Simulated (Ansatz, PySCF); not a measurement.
B(Cl)3 cation (BCl3), SMILES ClB(Cl)Cl (connectivity only; charge and spin as stated), charge +1, multiplicity 2. Atoms are numbered in the order given.

```xyz
4

B      0.0000     0.0001    -0.0019
Cl     1.4992    -0.8657    -0.0019
Cl    -1.4992    -0.8657    -0.0019
Cl     0.0000     1.7313    -0.0019
```
Charge +1, spin multiplicity 2.

Coordinates come from a r2SCAN-D4/def2-SVP optimisation. The multiplicity is an assumed one; other spin states were not compared. The isomer is the one that the SMILES or the coordinates give; other isomers of the formula were not compared.

Two levels are set side by side: PBE-D3(BJ)/def2-SVP (Ansatz, a program for electronic structure) and r2SCAN-D4/def2-SVP (PySCF). Each level has its own optimised geometry; the coordinates shown are those of the second. Frequencies come from the Hessian of PySCF at each geometry. Differences are taken from unrounded values.

```csv
quantity,r2SCAN-D4
mean bond length (Å),1.731
bond B1–Cl2 (Å),1.731
bond B1–Cl3 (Å),1.731
bond B1–Cl4 (Å),1.731
highest harmonic wavenumber (cm⁻¹),869
mean harmonic wavenumber (cm⁻¹),491
zero-point energy (kcal/mol),4.21
```

Task: What does PBE-D3(BJ) give, and how far is it from r2SCAN-D4? (The exact figures need the calculation; the answer reports its results.)

Result: 
```csv
quantity,PBE-D3(BJ),PBE-D3(BJ) minus r2SCAN-D4
mean bond length (Å),1.738,0.007
bond B1–Cl2 (Å),1.738,0.007
bond B1–Cl3 (Å),1.738,0.007
bond B1–Cl4 (Å),1.738,0.007
highest harmonic wavenumber (cm⁻¹),875,6
mean harmonic wavenumber (cm⁻¹),490,0
zero-point energy (kcal/mol),4.20,0.00
```

On these quantities the two levels nearly agree.
